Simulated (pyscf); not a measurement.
Single points on ωB97X-D3(BJ)/def2-SVP structures (PySCF, gas phase). MP2 and CC: frozen core, UHF for open shells. ΔMP2 is the change of the MP2 total energy from the triple- to the quadruple-zeta basis.

HS–GeH₃ + HF → H₂S + GeH₂ [singlet] + HF
Surface: singlet. Broken: Ge–S, Ge–H, F–H. Formed: H–S, F–H. Give ΔE‡ and ΔE from CCSD(T)/def2-TZVPP, relative to the separated reactants.

ΔE‡ = 184.7 kJ/mol, ΔE = +214.6 kJ/mol. CCSD(T)/def2-TZVPP + ΔMP2(QZVPP) gives 182.7 kJ/mol and +212.4 kJ/mol. Zero-point energy shifts the barrier by -5.9 kJ/mol. It is a multi-bond step, with an imaginary mode of 1624i cm⁻¹. On the reactant side the descent ends in a complex, 27.7 kJ/mol under the separated species and 197.4 kJ/mol under the saddle at ωB97X-D3(BJ)/def2-TZVP. On the product side the descent ends in an adduct with a Ge–S contact, 119.1 kJ/mol under the separated species and 57.5 kJ/mol under the saddle at ωB97X-D3(BJ)/def2-TZVP. At CCSD(T) the saddle lies under the separated products, which points to a path from their complex (located at ωB97X-D3(BJ) alone), and parting the products costs more than the saddle. What is counted as broken (Ge–S) persists as a longer contact in the product adduct; parting that adduct is a step of its own. At ωB97X-D3(BJ)/def2-TZVP the barrier from the zero used here is 169.7 kJ/mol. The same reactants have a lower exit, to H₂S + F–GeH₃ (barrier +108.9 kJ/mol at ωB97M-D3(BJ)/def2-TZVP, against +164.2 kJ/mol here). This is the saddle that the search found; another between the same sides may lie lower. The CCSD(T) − MP2 part came from Ansatz, without density fitting, on the same reference. The frozen core leaves the outer d or s,p core shells of the metals and heavy elements correlated in the MP2 and CC values, and def2-TZVPP describes them poorly, which can shift differences by a few kcal/mol. Elements up to Kr have no core potential and no relativistic terms here.
